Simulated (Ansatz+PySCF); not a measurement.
# singlet C4H8 in separate pieces: levels of theory in one basis

```xyz
12

C     0.0000    0.0000   -0.6653
C     0.0000    0.0000    0.6653
H     0.0000   -0.9311   -1.2403
H     0.0000    0.9311   -1.2403
H     0.0000   -0.9311    1.2403
H     0.0000    0.9311    1.2403
C    10.0000    0.0000   -0.6653
C    10.0000    0.0000    0.6653
H    10.0000   -0.9311   -1.2403
H    10.0000    0.9311   -1.2403
H    10.0000   -0.9311    1.2403
H    10.0000    0.9311    1.2403
```

Basis set: cc-pVDZ (spherical functions). Left uncorrelated: 4 orbitals. Charge 0, multiplicity 1.

Computed with Ansatz (development build ahead of 0.2.0); each method stands on the lowest determinant of its kind that the runs found. NEVPT2 correlates all electrons. Active spaces start from the frontier orbitals, and the lowest solution found is given.

```tsv
method	E − E(RHF) (eV)	<S²> of the determinant
RHF	0.00	0.00
CASSCF(4,4)	-1.51	–
CASSCF(2,2)	-0.76	–
SC-NEVPT2(4,4)	-15.49	–
SC-NEVPT2(2,2)	-15.37	–
```

**Question.** What does RHF-MP2 give on the same scale?

**Answer.** -14.98 eV.

**Question.** Is a single determinant a sound starting point here?

**Answer.** Only with care. Unrestricted orbitals gain 0.00 eV and <S²> is 0.00 against 0.00 for a pure state, but bonds are stretched. The CASSCF(4,4) natural occupations are 1.91, 1.91, 0.09, 0.09. The CASSCF(2,2) natural occupations are 1.91, 0.09.

Caution for RHF-MP2: bonds are stretched, where a single reference can fail. Caution for CASSCF(2,2): other starts end on other solutions of this active space.
